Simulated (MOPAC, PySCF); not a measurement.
C$_{2}$H$_{3}$N, SMILES `CC#N`, neutral singlet in the gas phase. 

Cartesian coordinates (Å):
```xyz
6

C     -0.4867     0.0081    -0.0047
C      0.9659    -0.0161     0.0094
N      2.1225    -0.0354     0.0206
H     -0.8703    -0.6337    -0.8107
H     -0.8828    -0.3561     0.9540
H     -0.8487     1.0332    -0.1685
```
Charge 0, multiplicity 1.

All levels are single points at this geometry (PBE0-D3(BJ)/def2-SVP); Pople sets use spherical d functions. Orbital energies aren't observables, and empty levels follow the basis.

| level | HOMO (eV) | LUMO (eV) | gap (eV) | dipole (D) | vertical IE, Delta-SCF (eV) |
|---|---|---|---|---|---|
| B3LYP-D3(BJ)/def2-TZVP in PySCF | -9.19 | 0.45 | 9.63 | 4.01 | 12.19 |
| M06-2X/def2-TZVP in PySCF | -10.82 | 1.43 | 12.25 | 4.02 | 12.36 |
| B3LYP/6-311+G** in PySCF | -9.24 | -0.32 | 8.91 | 4.06 | – |
| B3LYP/6-31G* in PySCF | -8.88 | 1.02 | 9.90 | 3.80 | 12.08 |
| SVWN5/6-31G* in PySCF | -7.90 | -0.03 | 7.87 | 3.84 | – |
| HF/STO-3G in PySCF | -11.01 | 9.72 | 20.72 | 3.06 | – |
| AM1 in MOPAC | -12.58 | 1.72 | 14.29 | 2.88 | – |
| PM3 in MOPAC | -12.37 | 1.44 | 13.81 | 3.21 | – |
| PM6 in MOPAC | -12.77 | 1.33 | 14.10 | 3.75 | – |
